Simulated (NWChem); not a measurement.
Species: hydrazine (N$_{2}$H$_{4}$); SMILES NN

Question: Give the equilibrium geometry at PBE-D3(BJ)/def2-SVP (NWChem) as a list of bonds and angles, with the point group.

Answer: point group C2; any orientation.
Bond lengths (Å): N1–N2 1.422, N1–H3 1.028, N1–H4 1.033, N2–H5 1.028, N2–H6 1.033. Bond angles (°): N2–N1–H3 107.9, N2–N1–H4 113.0, H3–N1–H4 106.2, N1–N2–H5 107.9, N1–N2–H6 113.0, H5–N2–H6 106.2.
